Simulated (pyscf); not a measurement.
## Four-centre exchange: H₂N–InH₂ + H₂S → H₂N–InH–SH + H₂

Gas phase, singlet surface, charge 0. Bonds broken: In2–H5, S7–H8. Bonds formed: In2–S7, H5–H8. Single points on ωB97X-D3(BJ)/def2-SVP structures (PySCF, gas phase).

Transition state (Å):

```xyz
9

N     -2.0107    -0.9292     0.4126
In    -0.8174     0.7012     0.2048
H     -2.8942    -0.7776     0.8943
H     -2.2036    -1.4506    -0.4395
H     -0.8740     1.4299    -1.6060
H     -0.3506     1.8968     1.3252
S      1.2627    -0.1387    -1.2128
H      0.0732     0.8438    -1.7219
H      2.0438     0.8932    -0.8351
```

One imaginary mode, 1350i cm⁻¹; descent along it reached the two sides named, in the forms told below.

```
bond    change  reactant side (Å)  saddle  product side
------  ------  -----------------  ------  ------------
In2–H5  breaks              1.719   1.953           3.0
S7–H8   breaks              1.448   1.625           3.2
In2–S7   forms                2.8     2.7         2.397
H5–H8    forms                3.5   1.120         0.762
```

Electronic energies relative to the separated reactants (eV):

```tsv
level	barrier	reaction energy	reverse barrier
ωB97X-D3(BJ)/def2-TZVP	0.54	-0.90	1.44
PBE/def2-TZVP	0.42	-0.72	1.14
r²SCAN/def2-TZVP	0.42	-0.78	1.20
B3LYP-D3(BJ)/def2-TZVP	0.60	-0.74	1.34
PBE0-D3(BJ)/def2-TZVP	0.47	-0.75	1.22
M06-2X/def2-TZVP	0.56	-0.88	1.44
ωB97M-D3(BJ)/def2-TZVP	0.74	-0.68	1.42
HF/def2-TZVP	1.34	-0.61	1.95
```

With ωB97M-D3(BJ)/def2-TZVP energies and thermal terms (ideal gas, 1 atm, RRHO with modes under 100 cm⁻¹ raised to 100, one conformer, R ln 2 for chiral ones without a mode under 150 cm⁻¹), in eV:

```json
[
 {"T (K)": "298", "ΔH‡": "0.71", "ΔG‡": "1.15", "ΔH": "-0.69", "ΔG": "-0.65"},
 {"T (K)": "600", "ΔH‡": "0.72", "ΔG‡": "1.59", "ΔH": "-0.64", "ΔG": "-0.63"},
 {"T (K)": "900", "ΔH‡": "0.75", "ΔG‡": "2.02", "ΔH": "-0.61", "ΔG": "-0.63"},
 {"T (K)": "1200", "ΔH‡": "0.79", "ΔG‡": "2.44", "ΔH": "-0.59", "ΔG": "-0.63"}
]
```

On the reactant side the descent ends in an adduct with a In–S contact (not fully relaxed), 0.45 eV under the separated species and 0.99 eV under the saddle at ωB97X-D3(BJ)/def2-TZVP. What is counted as formed (In–S) is already present as a longer contact in the reactant adduct; forming that adduct is a step of its own. One saddle was located; it need not be the lowest between these sides. Elements past Kr carry the def2 core potentials, without spin-orbit coupling.
